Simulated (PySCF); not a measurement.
Molecule: hydrogen isocyanide ([C-]#[NH+], CHN).

Numbering as in the mapped SMILES `[C-:1]#[NH+:2]`. Hydrogens are named by the atom that carries them.

Spin–spin couplings on one PBE0-D3(BJ)/def2-SVP geometry, PySCF, gas phase, non-relativistic, equivalent pairs averaged; isotopes ¹⁵N, ¹H, ¹³C; functional B3LYP.

How do the couplings (Hz) change with the basis set? Times are CPU seconds on 1 thread of an Arm Neoverse V1, shared host. Far from the basis limit: 6-31G-J, pcJ-0, 6-31G*, def2-TZVP, cc-pVTZ.

## Answers


| basis set | functions | ¹J(N2,H(N2)) | ¹J(C1,N2) | ²J(C1,H(N2)) | core-s |
| --- | --- | --- | --- | --- | --- |
| 6-31G-J | 28 | -129.2 | 4.9 | 6.3 | 0.58 |
| pcJ-0 | 29 | -106.1 | 17.4 | -4.4 | 0.55 |
| 6-31G* | 30 | -106.4 | -2.6 | 5.8 | 0.58 |
| pcJ-1 | 64 | -125.7 | -8.6 | 14.0 | 0.88 |
| def2-TZVP | 68 | -115.6 | -4.5 | 12.6 | 1 |
| cc-pVTZ | 74 | -114.9 | -36.6 | 9.0 | 1.1 |
| aug-cc-pVTZ-J | 112 | -128.6 | -6.4 | 13.7 | 1.7 |
| pcJ-2 | 126 | -127.2 | -6.7 | 14.4 | 1.9 |

The Fermi-contact term samples the wavefunction at the nucleus, which is why sets with added tight s functions (names with J) are made for couplings.
